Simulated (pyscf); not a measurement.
Routes from O=B–OH (SMILES O=BO) + NH₃ (SMILES N)

Candidate steps break at most two bonds and form at most two. Each was searched with GFN2-xTB (tblite) first. Optimised with ωB97X-D3(BJ)/def2-SVP in PySCF. MP2 and CC: frozen core, UHF for open shells. ΔMP2 is the change of the MP2 total energy from the triple- to the quadruple-zeta basis. Energies: CCSD(T)/def2-TZVPP + ΔMP2(QZVPP), eV, from the separated reactants, singlet surface; ΔG‡ with ideal gas, 1 atm, RRHO with modes under 100 cm⁻¹ raised to 100, one conformer, R ln 2 for chiral ones without a mode under 150 cm⁻¹.

```tsv
products	type	ΔE‡	ΔE	ΔG‡ 298 K	ΔG‡ 900 K	ν‡ (cm⁻¹)
H₂N–B(OH)–OH	addition across a multiple bond or ene-type step	0.30	-1.97	0.74	1.69	1477i
H₂O + H₂N–B=O	four-centre exchange	1.02	+0.18	1.43	2.34	1319i
```

Row 1: On the reactant side the descent ends in an adduct with a B–N contact, 0.37 eV under the separated species and 0.58 eV under the saddle at ωB97X-D3(BJ)/def2-TZVP. On the product side the descent ends in a point that may be a rotor saddle (no frequency run), 0.14 eV over the lowest minimum found and 2.10 eV under the saddle at ωB97X-D3(BJ)/def2-TZVP. Row 2: On the reactant side the descent ends in an adduct with a B–N contact, 0.75 eV under the separated species and 1.67 eV under the saddle at ωB97X-D3(BJ)/def2-TZVP. On the product side the descent ends in a complex (not fully relaxed), 0.33 eV under the separated species and 1.06 eV under the saddle at ωB97X-D3(BJ)/def2-TZVP. 

Plain bond fissions and candidates not yet searched are not listed, and one of them may be faster. Each barrier is that of the saddle found; lower ones may exist. The CCSD(T) − MP2 part came from Ansatz, without density fitting, on the same reference.
